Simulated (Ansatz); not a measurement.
in.yaml

```yaml
crystal:
  periodic: [false, false, false]
  atoms:
    - {symbol: Si, position_ang: [0.000000, -0.005984, 0.473213]}
    - {symbol: C, position_ang: [0.000000, -0.005984, -1.347043]}
    - {symbol: H, position_ang: [0.000000, 1.456501, 1.522564]}
    - {symbol: H, position_ang: [0.000000, -1.218473, 1.343189]}
basis:
  gaussian: {orbitals: cc-pVDZ}
magnetization: {spin_polarized: false, initial_magnetization: 2}
correlation: {method: fic_mrcisd_q, electrons: outside_noble_gas, active_space: {window: {electrons: 10, orbitals: 10}, shells: [{species: C, l: s, shell: 2}, {species: C, l: p, shell: 2}, {species: H, l: s, shell: 1}, {species: Si, l: s, shell: 3}, {species: Si, l: p, shell: 3}]}}
```

```sh
$ ansatz run in.yaml --threads 1 --pin off --events-out ev --progress --plain --max-ram 2393MiB
```

The program prints:

```
786 factors; integrals over basis functions are off by at most 1.7e-7 eV
mean field evaluation 1: about -8917.1949 eV, gradient 1.2e1 eV
mean field evaluation 2: about -8917.1967 eV, gradient 1.2e1 eV
mean field evaluation 4: about -8918.1749 eV, gradient 2.8e0 eV
mean field evaluation 8: about -8918.2192 eV, gradient 2.5e-1 eV
mean field evaluation 16: about -8914.5624 eV, gradient 1.6e0 eV
mean field evaluation 32: about -8912.3968 eV, gradient 5.3e0 eV
mean field evaluation 64: about -8917.9907 eV, gradient 1.2e0 eV
mean field evaluation 96: about -8917.7701 eV, gradient 1.5e-1 eV
mean field -8918.22097609 eV, -327.7385758839 hartree, gradient 7.8e-6 eV, S^2 2.000000; 10 other end points of the search recorded, 0 dependent functions left out
reference -8918.22097609 eV, -327.7385758839 hartree; 12, 10 occupied and 30, 32 virtual orbitals, 786 factors
state -8920.92745864 eV, -327.8380372831 hartree
contracted CI cycle   1: correlation 0.00000000 eV, 0.0000000000 hartree, residual 1.40e1 eV
contracted CI cycle   2: correlation -3.15972757 eV, -0.1161178465 hartree, residual 2.72e0 eV
contracted CI cycle   3: correlation -3.27987671 eV, -0.1205332458 hartree, residual 5.49e-1 eV
contracted CI cycle   4: correlation -3.28497428 eV, -0.1207205782 hartree, residual 1.31e-1 eV
contracted CI cycle   5: correlation -3.28525087 eV, -0.1207307425 hartree, residual 3.13e-2 eV
contracted CI cycle   6: correlation -3.28526666 eV, -0.1207313229 hartree, residual 7.59e-3 eV
contracted CI cycle   7: correlation -3.28526757 eV, -0.1207313563 hartree, residual 1.86e-3 eV
contracted CI cycle   8: correlation -3.28526762 eV, -0.1207313583 hartree, residual 4.45e-4 eV
state -8920.92745864 eV, -327.8380372831 hartree; corrected -8924.42029571 eV, -327.9663966779 hartree
Total energy: -8924.42029571 eV, -327.9663966779 hartree
Checks for a lower state left out: starts, orbital_swaps
```

Ran on 1 thread of Arm Neoverse N1, shared host: 19 s wall, 0.55 GiB peak host memory.
